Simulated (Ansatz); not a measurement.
`[AlH3]` + H₂S → `[AlH3-][SH2+]`  (adduct formation)

Program: Ansatz. Geometries: PBE0-D4/def2-TZVP. ΔE: electronic, gas phase. CBS: def2 TZ/QZ extrapolation, frozen cores. Functionals use def2-TZVPP. B3LYP here is the variant with VWN-RPA as its local correlation; programs differ in this.

| level | ΔE (kcal/mol) |
| --- | --- |
| PBE | -14.7 |
| B3LYP | -11.2 |
| CCSD/def2-SVP | -13.5 |
| SCS-MP2/def2-QZVPP | -12.4 |
| CCSD/def2-QZVPP | -12.6 |
| HF/cc-pV(D+d)Z | -8.2 |
| CCSD(T)/cc-pV(D+d)Z | -13.1 |
| MP2/cc-pV(T+d)Z | -13.6 |

**Question.** What does CCSD(T)/CBS give? (An estimate is asked.)

**Answer.** The calculation gave: -13.6 kcal/mol. The listed levels differ from it by -1.1, 2.4, 0.1, 1.2, 1.0, 5.4, 0.5, 0.0 kcal/mol.

Largest T1 diagnostic among the species: 0.010.

In def2-TZVPP, CCSD(T) changes the Hartree–Fock value by −5.0 kcal/mol (the triples alone add −0.9 kcal/mol) and MP2 by −5.3 kcal/mol. Leaving LDA and LC-ωPBE aside and taking each functional with its dispersion term where it has one, the values, not all of them listed here, spread over 3.9 kcal/mol, from PBE-D4 to B2PLYP. LDA lies −5.8 kcal/mol from PBE without D4. From BLYP to BHLYP (50 % exact exchange), in def2-TZVPP and without D4, ΔE moves by −1.6 kcal/mol.
